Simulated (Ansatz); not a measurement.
# BLYP/aug-cc-pVDZ run of CH2ClF (SMILES FCCl)

Aim: the vertical ionisation energy of CH2ClF at BLYP/aug-cc-pVDZ, from 2 runs. 

The results are computed with Ansatz 0.2.0.

68 further runs of the same task are left out: 68 set aside as unsound or not needed.

### 1 Starting point

CH2ClF: 5 atoms, total charge 0, spin state singlet. As SMILES, `FCCl`. Geometry: relaxed at PBE0-D4/def2-TZVP.

Bond lengths: F1–C2 1.355 Å, C2–Cl3 1.766 Å, C2–H4 1.089 Å, C2–H5 1.089 Å. Angles: F1–C2–Cl3 110.5°, F1–C2–H4 109.3°, F1–C2–H5 109.3°, Cl3–C2–H4 107.8°, Cl3–C2–H5 107.8°, H4–C2–H5 112.3°.

### 2 The energy at BLYP/aug-cc-pVDZ

Input file in.yaml:

```yaml
crystal:
  periodic: [false, false, false]
  atoms:
    - {symbol: F, position_ang: [-0.970450, 0.560520, 0.766500]}
    - {symbol: C, position_ang: [0.083560, 0.089320, 0.058070]}
    - {symbol: Cl, position_ang: [-0.422970, -1.232890, -0.998060]}
    - {symbol: H, position_ang: [0.832130, -0.302600, 0.745580]}
    - {symbol: H, position_ang: [0.477720, 0.885670, -0.572080]}
basis:
  gaussian:
    orbitals: aug-cc-pVDZ
hamiltonian:
  xc: {name: BLYP}
accuracy: high
output: {orbitals: {seedname: orbitals}}
```

Command:

```sh
ansatz run in.yaml --threads 1 --pin off --max-ram 3480MiB --events-out events.jsonl --progress --plain --runs-dir runs
```

Output:

```text
Warning: RAYON_NUM_THREADS=1 ignored (pool sized by the plan → 1); use --threads N
Functional definition: BLYP
  name "BLYP"
  parameter beta = 0.0042
  parameter a = 0.04918
  parameter b = 0.132
  parameter c = 0.2533
  parameter d = 0.349
  exchange = b88_x(beta = beta)
  correlation = lyp_c(a = a, b = b, c = c, d = d)
1830 factors; integrals over basis functions are off by at most 4.1e-9 eV
mean field evaluation 1: about -16305.1481 eV, gradient 3.9e1 eV
mean field evaluation 2: about -16299.5696 eV, gradient 6.2e1 eV
mean field evaluation 4: about -16308.6533 eV, gradient 4.4e0 eV
mean field evaluation 8: about -16308.6841 eV, gradient 3.9e-2 eV
mean field evaluation 16: about -16308.6841 eV, gradient 1.3e-6 eV
mean field -16308.68412352 eV, -599.3330871163 hartree, gradient 2.2e-8 eV, S^2 0.000000; 0 other end points of the search recorded, 0 dependent functions left out
reference -16308.68417503 eV, -599.3330890090 hartree; 17, 17 occupied and 74, 74 virtual orbitals, 1830 factors
Total energy: -16308.68417503 eV, -599.3330890090 hartree
```

Wall time 5.1 s (1 thread of Arm Neoverse V2, shared host); peak memory 0.21 GiB.

### 3 The doublet cation at the same level

Input file job.yaml:

```yaml
crystal:
  periodic: [false, false, false]
  atoms:
    - {symbol: F, position_ang: [-0.970450, 0.560520, 0.766500]}
    - {symbol: C, position_ang: [0.083560, 0.089320, 0.058070]}
    - {symbol: Cl, position_ang: [-0.422970, -1.232890, -0.998060]}
    - {symbol: H, position_ang: [0.832130, -0.302600, 0.745580]}
    - {symbol: H, position_ang: [0.477720, 0.885670, -0.572080]}
basis:
  gaussian:
    orbitals: aug-cc-pVDZ
total_charge: 1
magnetization:
  spin_polarized: true
  initial_magnetization: 1
hamiltonian:
  xc: {name: BLYP}
accuracy: high
output: {orbitals: {seedname: orbitals}}
```

Command:

```sh
ansatz run job.yaml --threads 1 --pin off --max-ram 3480MiB --events-out events.jsonl --progress --plain --runs-dir runs
```

Output, shortened:

```text
Warning: RAYON_NUM_THREADS=1 ignored (pool sized by the plan → 1); use --threads N
[... 9 set-up lines as earlier in the session ...]
1830 factors; integrals over basis functions are off by at most 4.1e-9 eV
mean field evaluation 1: about -16282.0659 eV, gradient 6.0e1 eV
mean field evaluation 2: about -16096.7124 eV, gradient 1.8e2 eV
mean field evaluation 4: about -16293.2691 eV, gradient 3.0e1 eV
mean field evaluation 8: about -16297.5240 eV, gradient 1.1e-1 eV
mean field evaluation 16: about -16297.5213 eV, gradient 6.6e-5 eV
mean field evaluation 32: about -16297.5209 eV, gradient 2.9e-1 eV
mean field evaluation 64: about -16296.9845 eV, gradient 5.4e0 eV
mean field -16297.52126890 eV, -598.9228597753 hartree, gradient 4.1e-8 eV, S^2 0.751473; 6 other end points of the search recorded, 0 dependent functions left out
reference -16297.52132717 eV, -598.9228619169 hartree; 17, 16 occupied and 74, 75 virtual orbitals, 1830 factors
Total energy: -16297.52132717 eV, -598.9228619169 hartree
```

It took 18 s on 1 thread of Arm Neoverse V2, shared host; peak memory 0.28 GiB.

### 4 Summary of results

At BLYP/aug-cc-pVDZ:

| quantity | value |
| --- | --- |
| singlet CH2ClF: total energy | -599.33309 Eh |
| singlet CH2ClF: HOMO energy | -7.31 eV |
| singlet CH2ClF: LUMO energy | -0.81 eV |
| singlet CH2ClF: HOMO–LUMO gap | 6.50 eV |
| doublet cation: total energy | -598.92286 Eh |
| doublet cation: HOMO energy (highest over α and β) | -15.64 eV |
| doublet cation: LUMO energy (lowest over α and β) | -14.98 eV |
| doublet cation: ⟨S²⟩ | 0.751 |
| vertical ionisation energy (to the doublet cation) | 11.163 eV |

What this shows: The vertical ionisation energy comes to 11.16 eV (1077 kJ/mol). −ε(HOMO) before ionisation, 7.31 eV, is 3.85 eV below this ionisation energy.
